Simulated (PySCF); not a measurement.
Molecule: `C(#C)CC=O`, C4H4O.

Structure with atom numbers: `[CH:1]#[C:2][CH2:3][CH:4]=[O:5]`. Each H is labelled by its parent atom.

Geometry PBE0-D3(BJ)/def2-SVP throughout; GIAO in PySCF 2.14.0 with density-fitted response routines, gas phase, one conformer, non-relativistic; equivalent atoms averaged; basis pcSseg-2.

Task: How do the shifts δ (against TMS, H2O at the same level) depend on the functional? (ppm; last column core-seconds on 1 thread of an Arm Neoverse V1, shared host; the GGAs took longer than the global hybrids here, which isn't the general rule, and the cause wasn't traced)

Result: 
```
functional                    kind     C4    C1    C2    C3     O5  H(C4)  H(C3)  H(C1)  core-s
        HF            Hartree–Fock  200.6  82.6  79.4  31.3  671.2   9.19   2.87   2.54      19
       LDA                     LDA  214.3  83.8  85.6  41.5  717.3  10.28   3.20   1.87      31
       PBE                     GGA  205.0  77.9  80.1  39.8  683.0  10.17   3.16   1.92      44
      BLYP                     GGA  204.5  75.0  78.7  39.8  678.9  10.12   3.15   1.93      46
      BP86                     GGA  204.1  77.6  79.6  39.6  677.0  10.13   3.15   1.95      39
      OPBE                     GGA  198.1  76.1  77.6  38.3  654.9  10.13   3.20   1.93      40
       KT2                     GGA  192.1  72.1  72.6  37.7  633.1   9.81   3.18   2.17      43
       KT3                     GGA  190.3  69.6  71.1  37.3  623.3   9.82   3.19   2.11      40
     B97-D                     GGA  198.3  73.5  76.0  38.4  649.0  10.02   3.16   1.97      43
     B3LYP           global hybrid  205.7  78.0  80.1  38.2  686.5   9.88   3.07   2.02      36
      PBE0           global hybrid  205.7  80.8  81.4  37.7  690.0   9.87   3.06   2.03      25
  mPW1PW91           global hybrid  205.6  80.6  81.2  37.7  688.9   9.84   3.06   2.03      19
      WP04           global hybrid  205.1  74.0  73.6  38.0  652.2   9.51   3.05   1.92      18
     B97-2           global hybrid  201.4  77.8  78.7  37.1  666.8   9.81   3.07   2.03      21
 BHandHLYP           global hybrid  205.4  80.8  80.8  35.7  688.4   9.56   2.98   2.20      23
 CAM-B3LYP  range-separated hybrid  209.5  81.4  82.9  37.7  696.3   9.78   2.97   2.10      28
   wB97X-D  range-separated hybrid  207.1  81.6  82.2  37.5  691.5   9.78   2.96   2.10      28
   LC-wPBE  range-separated hybrid  212.9  87.0  86.6  37.4  696.2   9.70   2.86   2.09      36
```

Task: Which nucleus moves most, in ppm?

Result: O5 (aldehyde oxygen): from 623.3 ppm with KT3 to 717.3 ppm with LDA. The smallest spread is 0.34 ppm, at H(C3). Proton shifts span only some 12 ppm, so a few tenths of a ppm matter as much there as several ppm in carbon.
